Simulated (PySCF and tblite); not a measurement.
Results of a calculation; reference values are marked as such.
**Conformers and averaged properties: C₅H₆O, numbered as in [CH2:1]=[CH:2][C:3](=[O:4])[CH:5]=[CH2:6]**

Geometries PBE0-D3(BJ)/def2-SVP; weights from PBE0-D3(BJ)/def2-TZVP energies and GFN2-xTB thermal corrections, with symmetry numbers and mirror pairs. Conformers within 3 kcal/mol (GFN2-xTB free energy) were kept, 8 at most. GIAO shieldings: KT3/pcSseg-2. Couplings: B3LYP/pcJ-1 (gas phase; spin-dipole term only for pairs with B, N, F, Si or P). Couplings are for ¹³C, ¹H, ¹⁷O. Shifts are against TMS (¹H), TMS (¹³C) at the same level; of two unlike H on one atom, a is the less shielded. (PySCF 2.14, tblite 0.8.)

Torsions listed: C1–C2–C3–O4, O4–C3–C5–C6. Of a mirror pair one member is shown.

| conformer | shape | symmetry | E(GFN2) kcal/mol | E(DFT) kcal/mol | G(298.15 K) kcal/mol | weight % | dipole D |
| --- | --- | --- | --- | --- | --- | --- | --- |
| 1 | -1°, -179° | Cs | 1.23 | 0.19 | 0.00 | 51.9 | 3.04 |
| 2 | 1°, 0° | C2v | 0.00 | 0.00 | 0.14 | 40.8 | 2.47 |
| 3 | 150°, 150° | C2 (pair) | 1.65 | 1.17 | 1.16 | 7.3 | 3.42 |

Weights (%) against temperature:

```json
{"T (K)": "200", "1": "48.9", "2": "48.5", "3": "2.7", "S(mix) cal/mol/K": "1.62"}
{"T (K)": "250", "1": "51.0", "2": "44.0", "3": "5.0", "S(mix) cal/mol/K": "1.76"}
{"T (K)": "298.15", "1": "51.9", "2": "40.8", "3": "7.3", "S(mix) cal/mol/K": "1.89"}
{"T (K)": "350", "1": "52.1", "2": "38.0", "3": "9.9", "S(mix) cal/mol/K": "2.00"}
{"T (K)": "400", "1": "51.9", "2": "35.8", "3": "12.3", "S(mix) cal/mol/K": "2.09"}
```

Averaged shifts at 298.15 K. ¹H: 6.65 (H2/H5, 2H), 6.59 (H1a/H6a, 2H), 5.81 (H1b/H6b, 2H) ppm. ¹³C: 179.5 (C3), 134.1 (C2/C5), 128.7 (C1/C6) ppm.

Averaged couplings (Hz): ¹J(C1,C2) 74.3, ³J(C1,O4) -3.5, ¹J(C1,H1b) 170.3, ¹J(C1,H1a) 170.3, ²J(C1,H2) -0.1, ⁴J(C1,H5) 0.7, ¹J(C2,C3) 57.7, ²J(C2,O4) -3.1, ²J(H1b,C2) 0.1, ²J(H1a,C2) -3.2, ¹J(C2,H2) 165.8, ³J(C2,H5) 1.2, ¹J(C3,O4) 33.2, ³J(H1b,C3) 12.2, ³J(H1a,C3) 7.1, ²J(H2,C3) 5.4, ³J(H2,O4) -1.5, ²J(H1b,H1a) 2.3, ³J(H1b,H2) 11.6, ³J(H1a,H2) 18.7.

Coordinates of conformer 1 (Å):

```xyz
12

C     2.194    0.408   -0.449
C     0.982   -0.149   -0.377
C     0.184   -0.047    0.879
O     0.620    0.526    1.859
C    -1.170   -0.654    0.935
C    -1.784   -1.329   -0.043
H     2.803    0.353   -1.354
H     2.593    0.936    0.423
H     0.562   -0.680   -1.235
H    -1.663   -0.503    1.900
H    -1.324   -1.504   -1.019
H    -2.787   -1.739    0.102
```

Thermal terms of a conformer that GFN2-xTB lacks, or places elsewhere, come from the nearest GFN2-xTB minimum; such a conformer stays in the set even outside the window. Shifts are unscaled: against experiment ¹³C can be off by 15 ppm or more and ¹H by 0.8 ppm.

Search and properties took 4.6 min on 1 thread of Arm Neoverse V1 (shared host) (rough), launched as `OMP_NUM_THREADS=1 python ens_run.py task.json out`.
